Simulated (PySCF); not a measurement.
nitrogen trifluoride (F3N), SMILES FN(F)F. Geometry optimised at PBE-D3(BJ)/def2-TZVP.

Q: Give the equilibrium geometry at PBE-D3(BJ)/def2-TZVP (PySCF confirms it by a frequency run) as a Z-matrix, and its point group. (The exact figures need the calculation; the answer reports its results.)

A: point group C3v.
```
N
F 1 1.3996
F 1 1.3996 2 101.82
F 1 1.3996 2 101.82 3 -104.92
```
